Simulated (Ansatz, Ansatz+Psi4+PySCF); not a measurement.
Two shapes of singlet N₂H₄.

Shape 1:

```xyz
6

N     0.0000    0.7190   -0.0777
N     0.0000   -0.7190   -0.0777
H     0.2111    1.0928    0.8479
H    -0.9482    1.0050   -0.3041
H    -0.2111   -1.0928    0.8479
H     0.9482   -1.0050   -0.3041
```

Shape 2:

```xyz
6

N     0.0000    0.6940   -0.0777
N     0.0000   -0.6940   -0.0777
H     0.2111    1.0677    0.8479
H    -0.9482    0.9800   -0.3041
H    -0.2111   -1.0677    0.8479
H     0.9482   -0.9800   -0.3041
```

Basis set: cc-pVTZ (spherical functions). Frozen core: 2 orbitals. Charge 0, multiplicity 1.

Computed with Ansatz (development build ahead of 0.2.0) and Psi4 1.11; each method stands on the lowest determinant of its kind that the runs found.

Task: Which shape is lower in energy, and by how much in each method?

Result:

| method | E(2) − E(1) (eV) |
| --- | --- |
| RHF | 0.015 |
| RHF-MP2 | 0.043 |
| RHF-CCSD(T) | 0.053 |

Shape 1 is lower.
